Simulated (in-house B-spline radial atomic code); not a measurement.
The numbers below are computed, except where a source is named.
**Stopping and range of 80 keV P in Si**

The pair potential comes from two frozen, spherical free-atom densities (PBE, B-spline radial code, scalar-relativistic past argon): electrostatics plus the change in Thomas-Fermi kinetic and Dirac exchange energy where they overlap, the recipe behind the universal ZBL potential, which averages such potentials (from solid-state densities) over many pairs. It is written V = (Z1 Z2 e²/r) φ(r/a), with e² = 14.3996 eV·Å and a = 0.46850 Å/(Z1^0.23 + Z2^0.23); ZBL's fit is φ = 0.18175 e^(−3.1998x) + 0.50986 e^(−0.94229x) + 0.28022 e^(−0.4029x) + 0.02817 e^(−0.20162x). Where φ falls below 4e-4 it is continued as an exponential.

The target is taken as amorphous, with density 2.329 g/cm³ (NSM archive of the Ioffe Institute); channelling is ignored. Masses: P 30.97, Si 28.09 u. Nuclear stopping is S_n = 4π a Z1 Z2 e² M1/(M1 + M2) × s_n(ε), with s_n integrated over impact parameters for each pair. Electronic stopping is Lindhard and Scharff's S_e = Z1^(1/6) 8π e² a0 Z1 Z2/(Z1^(2/3) + Z2^(2/3))^(3/2) × v/v0, with a0 = 0.529177 Å and v = v0 at 24.801 keV/u; it misses the oscillations with Z1 seen in experiment, which reach tens of per cent. Compounds add by atom fraction.

| target atom | a (Å) | ε at this energy | s_n, this pair | s_n, ZBL potential |
| --- | --- | --- | --- | --- |
| Si | 0.12665 | 1.594 | 0.3016 | 0.278 |

Problem. What are the atom density and the stopping powers at entry?

Solution. N = 2.329 × 0.602214/28.09 = 0.04993 atoms/Å³. For Si: S_n = 2524 × 0.3016 = 761.1 eV·Å², S_e = 1.7575 × √80000 = 497.1 eV·Å². Averaged over the target's atoms and times N × 10 Å/nm, the ion loses N S_n = 380 eV/nm to recoils and N S_e = 248 eV/nm to electrons; the nuclear share is 60 %.

Along the track:

```tsv
E (keV)	N S_n (eV/nm)	N S_e (eV/nm)
4	418	55.5
12	480	96.1
24	476	136
40	448	176
60	412	215
80	380	248
```

Problem. Estimate the path length and the projected range.

Solution. With continuous slowing down the path is the integral of dE/(N (S_n + S_e)). Trapezoids over the table give 125 nm, and the stretch below the first row, with stopping taken as √E, adds 2E/(N S) = 17 nm: 142 nm in all, against 137 nm on a fine grid from 5 eV. Deflections shorten the depth: to first order in the energy passed on, N (S_n + S_e) dR_p/dE = 1 − N S_n (M2/M1) R_p/(2E), summed over the target's atoms, and integrating this on the fine grid gives R_p = 99.4 nm, 0.72 of the path. Lindhard's rule of thumb R/(1 + M2/3M1), with mean M2/M1 = 0.91, gives 106 nm. On the ZBL potential the same equation gives 106 nm, and the full integral equation, which keeps hard collisions, 113 nm.
